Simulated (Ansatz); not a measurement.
**Hf3Au: computed properties**

Theory: Ansatz, DFT r2SCAN, scalar-relativistic, plane waves, PAW.

Plane waves to 500 eV, a k mesh through Γ of 10×10×10 on the computed 4-atom cell and Gaussian smearing (0.10 eV); no spin polarisation.

The structure is relaxed at this level of theory with its symmetry kept. Whether it is the stable form of this composition wasn't checked.

Space group Pm-3m (No. 221). a = 4.326 Å, b = 4.326 Å, c = 4.326 Å, α = 90.00°, β = 90.00°, γ = 90.00°
```
atom site symmetry x y z
  Hf    3d    4/mm.m  0.5000  0.0000  0.0000
  Au    1b m-3m  0.5000  0.5000  0.5000
```

```
Space group                                                       : Pm-3m (No. 221)
Volume per atom                                                   : 136.6 bohr³
Formation energy from the elements' standard states (uncorrected) : -0.177 eV/atom
Generalised Kohn–Sham band gap                                    : none (metal)
Density of states at the Fermi level                              : 6.07 states/eV per cell
Löwdin character within 0.5 eV of the Fermi level                 : Hf 5d 81 %, unprojected 7 %
Bulk modulus                                                      : 128 GPa
Its pressure derivative                                           : 3.7
Bader charges (e)                                                 : Hf (3 in the cell) 0.76, Au (1 in the cell) -2.29
```

Spin-orbit coupling is left out, which matters for the bands of heavy elements.